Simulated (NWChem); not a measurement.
# C2H5O, doublet; SMILES C(C)[O]

Program: NWChem. Spin-unrestricted. Coordinates come from a PBE-D3(BJ)/def2-SVP, spin-unrestricted optimisation. No stability test was run on the SCF state. Principal shifts from the free-electron g value, in parts per thousand; spin-orbit coupling by linear response on scalar ZORA.

For level BP86/x2c-SVPall, ZORA:

* **Δg3 (ppt)**: 37.55

**Question.** How do the values read with level PBE/x2c-SVPall, ZORA instead?

**Answer.** 
| Quantity | Result |
|---|---|
| Δg3 (ppt) | 38.43 |
